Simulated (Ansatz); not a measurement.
# CH6NO+ (SMILES [NH3+]CO): functionals against CCSD(T) at one geometry

The atoms stand at a frame of a short trajectory. How far do the functionals agree with CCSD(T) there?

Computed with Ansatz 0.2.0, Gaussian basis. Level: single points in def2-TZVPP.

Correlated methods freeze the cores.

### Step 1. The starting structure

SMILES `[NH3+]CO`, 9 atoms, charge 1, spin multiplicity 1.

Atoms are counted from 1 here; the program's logs count them from 0.

Bond lengths: N1–C2 1.492 Å, N1–H4 1.007 Å, N1–H5 1.033 Å, N1–H6 1.030 Å, C2–O3 1.383 Å, C2–H7 1.097 Å, C2–H8 1.116 Å, O3–H9 0.977 Å. Angles: C2–N1–H4 110.8°, C2–N1–H5 107.8°, C2–N1–H6 107.4°, H4–N1–H5 113.6°, H4–N1–H6 113.1°, H5–N1–H6 103.8°, N1–C2–O3 104.3°, N1–C2–H7 109.1°, N1–C2–H8 105.7°, O3–C2–H7 111.9°, O3–C2–H8 114.9°, H7–C2–H8 110.4°, C2–O3–H9 112.3°.

Coordinates:

```csv
atom,x (Å),y (Å),z (Å)
N1,-0.56559,0.62565,-0.51513
C2,0.20627,-0.52299,0.04327
O3,0.81745,-0.00683,1.17191
H4,-1.08404,0.34429,-1.33080
H5,0.09994,1.39577,-0.69408
H6,-1.16555,0.98995,0.23839
H7,0.93867,-0.85846,-0.70173
H8,-0.54439,-1.32510,0.24015
H9,1.41454,-0.65234,1.59820
```

### Step 2. PBE-D4/def2-TZVPP

run/in.yaml

```yaml
crystal:
  periodic: [false, false, false]
  atoms:
    - {symbol: N, position_ang: [-0.565590, 0.625655, -0.515132]}
    - {symbol: C, position_ang: [0.206271, -0.522986, 0.043267]}
    - {symbol: O, position_ang: [0.817454, -0.006835, 1.171906]}
    - {symbol: H, position_ang: [-1.084037, 0.344285, -1.330803]}
    - {symbol: H, position_ang: [0.099941, 1.395767, -0.694084]}
    - {symbol: H, position_ang: [-1.165553, 0.989950, 0.238390]}
    - {symbol: H, position_ang: [0.938671, -0.858464, -0.701731]}
    - {symbol: H, position_ang: [-0.544385, -1.325096, 0.240152]}
    - {symbol: H, position_ang: [1.414536, -0.652336, 1.598200]}
basis:
  gaussian: {orbitals: def2-TZVPP}
total_charge: 1
hamiltonian: {xc: pbe, dispersion: d4}
output: {forces: true}
```

On the command line:

```
> ansatz run in.yaml --threads 2 --pin off --events-out ev --progress --plain --max-ram 3481MiB
```

### Step 3. r2SCAN-D4/def2-TZVPP

run/in.yaml: that of step 2 with these lines changed.

```diff
@@ -15,3 +15,3 @@
 total_charge: 1
-hamiltonian: {xc: pbe, dispersion: d4}
+hamiltonian: {xc: r2scan, dispersion: d4}
 output: {forces: true}
```

### Step 4. PBE0-D4/def2-TZVPP

run/in.yaml: that of step 3 with these lines changed.

```diff
@@ -15,3 +15,3 @@
 total_charge: 1
-hamiltonian: {xc: r2scan, dispersion: d4}
-output: {forces: true}
+hamiltonian: {xc: pbe0, dispersion: d4}
+output: {forces: true, orbitals: {seedname: orbitals}}
```

### Step 5. wB97M-V/def2-TZVPP

run/in.yaml: that of step 4 with these lines changed.

```diff
@@ -15,3 +15,3 @@
 total_charge: 1
-hamiltonian: {xc: pbe0, dispersion: d4}
-output: {forces: true, orbitals: {seedname: orbitals}}
+hamiltonian: {xc: {name: wB97M-V}}
+output: {forces: true}
```

### Step 6. CCSD(T)/def2-TZVPP

run/in.yaml: that of step 5 with these lines changed.

```diff
@@ -15,3 +15,3 @@
 total_charge: 1
-hamiltonian: {xc: {name: wB97M-V}}
+correlation: {method: ccsd_t}
 output: {forces: true}
```

(Steps that only read results are left out.)

Before running it: what results should come out? Wanted: energy less free atoms, CCSD(T)/def2-TZVPP; RMS force component; RMS force error; HOMO and LUMO, PBE0-D4; T1 diagnostic.

As calculated:

| quantity | value |
| --- | --- |
| energy less free atoms, CCSD(T)/def2-TZVPP | -24.777 eV |
| RMS force component | 0.464 to 0.528 eV/Å over the methods |
| RMS force error | PBE-D4 0.204, r2SCAN-D4 0.074, PBE0-D4 0.150, wB97M-V 0.061 eV/Å |
| HOMO and LUMO, PBE0-D4 | -13.91 and -4.99 eV |
| T1 diagnostic | 0.009 |

**Reading.** Against CCSD(T) the functionals' energies less atoms differ by -1.521 to -0.708 eV, PBE-D4 by -1.521 eV. The reference is not at the basis limit: in triple zeta CCSD(T) underbinds, which counts against methods that bind more; the gaps are no ranking. The forces of wB97M-V come nearest to CCSD(T), those of PBE-D4 are farthest. Frozen-core CCSD(T) forces in triple zeta carry basis errors of their own, and this is one geometry, so small gaps rank nothing.
